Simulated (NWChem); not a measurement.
A series in which one site is exchanged, each optimised at PBE0/def2-SVP with NWChem, gas phase unless a solvent is named. This build's default masses of Se (78.918 u) and Br (79.917 u) are each other's, which moves their modes by up to 0.6 %. def2 effective core potentials on I, Tl; no spin-orbit coupling.

A: ClBr (BrCl; site = Br)
B: [Cl][Tl] (TlCl; site = Tl)
C: ClI (ICl; site = I)
D: ClCl (Cl2; site = Cl)

Values for A:

| Property | Result |
|---|---|
| dipole (D), PBE0/def2-SVP | 0.55 |
| orbital gap (eV), PBE0/def2-SVP | 4.83 |
| vertical ionisation energy, ΔSCF, B3LYP/def2-SVP (eV) | 10.96 |
| static polarisability, B3LYP/def2-SVPD (bohr³) | 37.8 |
| lowest singlet excitation, B3LYP/def2-SVPD, TDA (eV) | 2.95 |

How do these values change for the other members?


```tsv
change from A	B	C	D
dipole (D), PBE0/def2-SVP	+3.61	+0.84	-0.55
orbital gap (eV), PBE0/def2-SVP	+0.80	-0.69	+0.56
vertical ionisation energy, ΔSCF, B3LYP/def2-SVP (eV)	-0.83	-0.74	+0.51
static polarisability, B3LYP/def2-SVPD (bohr³)	+16.6	+12.1	-7.0
lowest singlet excitation, B3LYP/def2-SVPD, TDA (eV)	+1.56	-0.47	+0.39
```
